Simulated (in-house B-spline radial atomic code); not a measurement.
# RPA and G0W0 on SCAN: neutral xenon

Configuration [Kr] 4d10 5s2 5p6, mean-field start SCAN. Computed with a B-spline radial code for spherical atoms: all electrons, non-relativistic, point nucleus, each spin shell either full or empty, empty states to l = 9 with an (l + 1/2)⁻⁴ tail; G0W0 by contour deformation at full frequency.

Without relativity these are model numbers: it shifts the levels of so heavy an element strongly and can reorder them.

Command:
```bash
python run_gw.py task.json out
```
Settings (radii: box in bohr, nucleus in fm):
```
Z                        54
electrons                54
configuration            [Kr] 4d10 5s2 5p6
hamiltonian              nr
method                   scan,scan
lmax                     9
spin_polarised           False
box_radius               40
intervals                57
```

Run time, properties included: 2.8 s on 1 thread of Intel(R) Xeon(R) Platinum 8375C CPU @ 2.90GHz (shared host).

Energies (hartree):

| term | value |
| --- | --- |
| mean-field total | -7235.27943 |
| Hartree-Fock functional on these orbitals | -7232.12023 |
| direct second order | -4.7104 |
| second-order exchange | 1.273 |
| SOSEX correction | 1.1799 |

Question: What is the RPA correlation energy, and what remains with SOSEX?

Answer: RPA gives -4.095 hartree (-2.06 eV per electron); RPA + SOSEX gives -2.915, and the second-order doubles -3.4374 hartree (no singles). RPA lacks exchange-type terms and so overcorrelates at short range.

Quasi-particle levels (eV):

```tsv
level	occupied	mean field	Σx - vxc	Σc	QP weight	G0W0
5p	yes	-8.626	-3.58	?	?	?
```

G0W0 = mean field + (Σx - vxc) + Σc, with Σc (partial-wave tail included) taken at the quasi-particle energy. Only the outer levels were computed. Levels of low weight are left out.

Question: Where does G0W0 put 5p?

Answer: At -12.488 eV, with Σc = -0.28 eV and a quasi-particle weight of 0.875. The tabulated removal energy is 12.130 eV (NIST, measured); the calculation leaves out relativity, Breit and QED terms, and what these don't explain is the method's own error.
